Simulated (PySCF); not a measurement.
Gas-phase reaction: BH3 + 2 Cl2 ⇌ BHCl2 + 2 HCl

Computed with PySCF and rigid-rotor harmonic-oscillator thermochemistry at 1 bar. † marks an energy on the PBE0/def2-TZVP geometry and frequencies; other levels use their own. MP2 and CCSD(T) freeze the core. 6-31G* has spherical d functions here. All species are closed-shell singlets. B3LYP is the form with VWN-RPA correlation. MP2 isn't extrapolated to the basis-set limit; its ΔH°(298 K) is -627.8 kJ in def2-SVP and -574.9 kJ in def2-TZVPP. CCSD(T) isn't extrapolated to the basis-set limit; its ΔH°(298 K) is -600.2 kJ in def2-SVP and -551.3 kJ in def2-TZVPP. The harmonic model lacks anharmonicity and excited electronic states, which grow with temperature; levels with a mode under 35 cm⁻¹ are left out.

ΔH° and ΔS° at 298 K: B3LYP/6-31G* -524 kJ, 6 J/K; CCSD(T)/def2-TZVPP† -551 kJ, 8 J/K; MP2/def2-SVP† -628 kJ, 8 J/K; MP2/def2-TZVPP† -575 kJ, 8 J/K.

With the heat capacities included, give log10 K (1 bar) at 600, 1400, 1800, 2000, 2500 K from B3LYP/6-31G*, CCSD(T)/def2-TZVPP†, MP2/def2-SVP†, MP2/def2-TZVPP†.


| T (K) | B3LYP/6-31G* | CCSD(T)/def2-TZVPP† | MP2/def2-SVP† | MP2/def2-TZVPP† |
|---|---|---|---|---|
| 600 | 46.0 | 48.4 | 55.1 | 50.5 |
| 1400 | 20.0 | 21.1 | 24.0 | 22.0 |
| 1800 | 15.7 | 16.5 | 18.8 | 17.2 |
| 2000 | 14.1 | 14.9 | 16.9 | 15.6 |
| 2500 | 11.4 | 12.1 | 13.7 | 12.6 |
